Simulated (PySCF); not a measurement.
Stick spectrum of a doublet radical in fast tumbling, microwave frequency 9.787 GHz, simulated to first order from computed parameters.

| field (mT) | relative intensity |
| --- | --- |
| 347.54 | 1 |
| 348.63 | 3 |
| 349.72 | 3 |
| 350.81 | 1 |

(1) Find the g value from the centre of the pattern.

(2) Which couplings and how many nuclei make this pattern?

(3) The radical has the formula C3H3. Propose a structure, and say which nuclei carry the couplings.

Results:

(1) The pattern is symmetric about 349.18 mT, so g = hν/(μB·B0) = 9787/(13.99624 × 349.18) = 2.0026, a shift of +0.3 × 10⁻³ from the free-electron value.

(2) The first two lines at either end are about 1.09 mT apart, which is the smallest coupling, and their intensity ratio 1:3 counts the nuclei that share it. In full: a 1:3:3:1 quartet of 1.09 mT (31 MHz), from 3 nuclei of spin 1/2. Check: Σ 2nI·a is the distance from the first to the last line, 3.27 mT.

(3) The pattern alone needn't single out one isomer; the structure behind this simulation is `[CH]1C=C1` [radical], numbered [CH:1]1[CH:2]=[CH:3]1 (hydrogens: H4 on C1; H5 on C2; H6 on C3). 1.09 mT: 1H at H4/H5/H6 (α, 1 bond from C1; computed sign +). The largest Mulliken spin populations are on C1 (+0.82), C2 (+0.08) and C3 (+0.08). C1 is the only atom above +0.15. The angles at C1 add up to 309.4°, so it is pyramidal.

Method: UKS B3LYP, pcH-1 on C H, non-relativistic, mean-field spin-orbit, GIAO in PySCF 2.14.0. Geometry: GFN2-xTB; no solvent, vibrations or thermal averaging. Couplings are sensitive to structure, and on GFN2-xTB geometries they can be far from those on DFT ones.

Nuclei that the bonding pattern makes equivalent are averaged, as if the motion that swaps them (rotation, inversion, ring flip) were fast. The 1H value of +30.6 MHz is a mean of couplings from -13.9 to 119.3 MHz in this one geometry, not an average over conformers.

Rare isotopes and splittings under 0.04 mT were left out of the simulation.
